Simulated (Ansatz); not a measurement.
Input file:

```yaml
crystal:
  periodic: [false, false, false]
  atoms:
    - {symbol: Al, position_ang: [0.000000, -0.126594, 0.740296]}
    - {symbol: Li, position_ang: [0.000000, 0.270015, -3.253112]}
    - {symbol: H, position_ang: [0.000000, 1.529377, 2.585003]}
basis:
  gaussian: {orbitals: cc-pVDZ}
magnetization: {spin_polarized: false, initial_magnetization: 1}
correlation: {method: fci, electrons: outside_noble_gas}
```

```sh
$ ansatz run in.yaml --threads 1 --pin off --events-out ev --progress --plain --max-ram 2393MiB
```

Output:

```
667 factors; integrals over basis functions are off by at most 1.7e-7 eV
mean field evaluation 1: about -6797.3578 eV, gradient 8.9e0 eV
mean field evaluation 2: about -6797.3608 eV, gradient 8.9e0 eV
mean field evaluation 4: about -6798.2761 eV, gradient 7.1e-1 eV
mean field evaluation 8: about -6798.2868 eV, gradient 1.4e-1 eV
mean field evaluation 16: about -6798.2875 eV, gradient 1.3e-6 eV
mean field evaluation 32: about -6796.7135 eV, gradient 1.2e-2 eV
mean field -6798.28748327 eV, -249.8324569653 hartree, gradient 1.3e-6 eV, S^2 0.750000; 4 other end points of the search recorded, 0 dependent functions left out
mean field evaluation 64: about -6798.3550 eV, gradient 3.0e-2 eV
mean field evaluation 96: about -6798.3305 eV, gradient 1.4e-1 eV
6 core orbitals not correlated: weight in the atoms' cores, before any rotation towards them, 1.000 or more for the frozen orbitals, at most 0.000 for the correlated occupied ones
reference -6798.28748327 eV, -249.8324569653 hartree; 3, 2 occupied and 28, 29 virtual orbitals, 667 factors
state -6800.60838568 eV, -249.9177485557 hartree
Total energy: -6800.60838568 eV, -249.9177485557 hartree
```

Natural occupations: 1.9073 1.8412 0.9916 0.1154 0.0477 0.0466 0.0096 0.0091 0.0065 0.0065 0.0049 0.0026 0.0025 0.0022 0.0013 0.0011 0.0010 0.0007 0.0007 0.0006 0.0003 0.0002 0.0002 0.0001.

Ran on 1 thread of Intel Xeon, shared host: 12 s wall, 0.28 GiB peak host memory.
